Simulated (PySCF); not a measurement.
Species: C3H5F2N.
SMILES: `FC(F)[C@@H]1CN1`

A linear-response calculation (PySCF, def2-SVPD basis, gas phase, vertical, core orbitals frozen in the response) gave these numbers; the functional is withheld.

Orbital energies (eV): HOMO-3 -10.65, HOMO-2 -10.08, HOMO-1 -9.78, HOMO -7.89, LUMO 0.58, LUMO+1 1.02, LUMO+2 1.47.

```json
{"state": "S1", "E (eV)": "7.03", "f": "0.0040", "main configurations (H = HOMO, L = LUMO)": "H→L (96%)"}
{"state": "S2", "E (eV)": "7.71", "f": "0.0059", "main configurations (H = HOMO, L = LUMO)": "H→L+1 (95%)"}
{"state": "S3", "E (eV)": "8.14", "f": "0.077", "main configurations (H = HOMO, L = LUMO)": "H→L+3 (96%)"}
{"state": "S4", "E (eV)": "8.25", "f": "0.0029", "main configurations (H = HOMO, L = LUMO)": "H→L+2 (95%)"}
{"state": "S5", "E (eV)": "8.70", "f": "0.035", "main configurations (H = HOMO, L = LUMO)": "H→L+4 (92%)"}
{"state": "S6", "E (eV)": "9.17", "f": "0.023", "main configurations (H = HOMO, L = LUMO)": "H-1→L (45%), H-2→L (42%), H→L+5 (8%)"}
```

Triplets, Tamm–Dancoff:

| state | E (eV) | λ (nm) | main configurations (H = HOMO, L = LUMO) |
| --- | --- | --- | --- |
| T1 | 6.75 | 183.8 | H→L (92%) |
| T2 | 7.52 | 165.0 | H→L+1 (79%) |
| T3 | 7.79 | 159.2 | H→L+4 (71%) |
| T4 | 7.88 | 157.3 | H→L+3 (83%), H→L+1 (8%) |

Vertical ionisation energy by ΔSCF with the same functional: 10.24 eV. Mean static polarisability: 44.8 au.

Task: Which of these was used?
A. wB97X-D
B. HF
C. PBE
D. PBE0

Result: D. PBE0 is a global hybrid with 25% exact exchange. In this run −ε(HOMO) = 7.89 eV differs from the ΔSCF value by -2.35 eV, and S1 differs from the orbital gap of 8.47 eV by -1.44 eV. The ratio −ε(HOMO)/IP is 0.77. Usual ranges for neutral molecules in this basis: 0.7 to 0.83 with PBE0, 0.5 to 0.7 with PBE, 0.89 to 0.99 with wB97X-D; Hartree–Fock can't fall below 1, since the ion's relaxation only lowers the ΔSCF value. The other options: PBE, a GGA without exact exchange; HF, time-dependent Hartree–Fock, 100% exact exchange; wB97X-D, range-separated, 22% exact exchange at short range and 100% at long range (ω = 0.2 bohr⁻¹).

Level of theory: PySCF, TDDFT PBE0/def2-SVPD, vertical, gas phase, core orbitals frozen in the response. Isolated species at its PBE0-D3(BJ)/def2-SVP geometry (one conformer only).

Time: 30 s of wall time. Hardware: x86-64 server, one thread, no GPU, shared host.

Conformer computed: `[F:1][CH:2]([F:3])[C@@H:4]1[CH2:5][NH:6]1`: F1–C2–C4–C5 -88°.
